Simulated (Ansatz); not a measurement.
in.yaml

```yaml
crystal:
  periodic: [false, false, false]
  atoms:
    - {symbol: Br, position_ang: [0.000000, 0.000000, 0.000000]}
    - {symbol: Mg, position_ang: [0.000000, 0.000000, 2.606000]}
basis:
  gaussian: {orbitals: cc-pVDZ}
total_charge: 1
magnetization: {spin_polarized: false, initial_magnetization: 2}
correlation: {active_space: {ras: {orbitals: [3, 2, 21], electrons: 8, max_holes: 2, max_particles: 2}, fixed_orbitals: true}}
```

```sh
$ ansatz run in.yaml --threads 1 --pin off --events-out ev --progress --plain --max-ram 2393MiB
```

Output:

```
479 factors; integrals over basis functions are off by at most 8.4e-4 eV
mean field evaluation 1: about -75422.1307 eV, gradient 1.1e1 eV
mean field evaluation 2: about -75422.1428 eV, gradient 1.1e1 eV
mean field evaluation 4: about -75422.8097 eV, gradient 6.8e-1 eV
mean field evaluation 8: about -75422.8207 eV, gradient 1.4e-1 eV
mean field evaluation 16: about -75422.8211 eV, gradient 3.4e-2 eV
mean field evaluation 32: about -75421.7772 eV, gradient 6.3e-1 eV
mean field -75422.82109362 eV, -2771.7375517661 hartree, gradient 3.8e-6 eV, S^2 2.000000; 6 other end points of the search recorded, 0 dependent functions left out
reference -75422.82109362 eV, -2771.7375517661 hartree; 24, 22 occupied and 21, 23 virtual orbitals, 479 factors
state -75425.89981971 eV, -2771.8506928631 hartree
Total energy: -75425.89981971 eV, -2771.8506928631 hartree
```

Natural occupations: 1.9798 1.9672 1.9640 0.9971 0.9960 0.0156 0.0144 0.0122 0.0116 0.0115 0.0083 0.0079 0.0047 0.0045 0.0016 0.0016 0.0009 0.0003 0.0002 0.0002 0.0002 0.0001 0.0001 0.0000.

Ran on 1 thread of Intel Xeon, shared host: 8 s wall, 0.1 GiB peak host memory.
